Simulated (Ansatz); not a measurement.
A calculation with Ansatz (development build ahead of 0.2.0).

```yaml
crystal:
  periodic: [false, false, false]
  atoms:
    - { symbol: O, position_ang: [0.0, 0.0, -1.265] }
    - { symbol: "N", position_ang: [0.0, 0.0, 0.0] }
    - { symbol: O, position_ang: [0.0, 0.0, 1.265] }
basis:
  gaussian: { orbitals: def2-SVP }
total_charge: 1
magnetization:
  spin_polarized: true
hamiltonian:
  xc: hf
correlation:
  method: mp2
  frozen_orbitals: { "N": 1, O: 1 }
scf:
  omitted_lower_state_checks: [stability, starts, atomic_configurations, cluster_reference, orbital_swaps, given_window_search, neighbouring_geometries, increment]
```

The input is written out in the form of the current development build from the run's settings.

Results

```json
{"Converged": "yes", "Reference energy": "-203.38031 hartree", "Correlation energy": "-0.66118 hartree", "Total energy": "-204.04149 hartree", "Spin squared of the determinant": "0.000", "Occupied orbitals by symmetry in an Abelian subgroup (alpha; beta)": "4 Ag 3 B1u 1 B2g 1 B2u 1 B3g 1 B3u; 4 Ag 3 B1u 1 B2g 1 B2u 1 B3g 1 B3u"}
```

Messages of the program:
```
mean field -5534.26018068 eV, -203.3803103837 hartree, gradient 2.3e-6 eV, S^2 0.000000; 0 other ends of a descent, 0 dependent functions left out
```

The reference isn't the lowest determinant (another lies 0.75 eV lower), but the same method gives a higher total on the lower determinant.
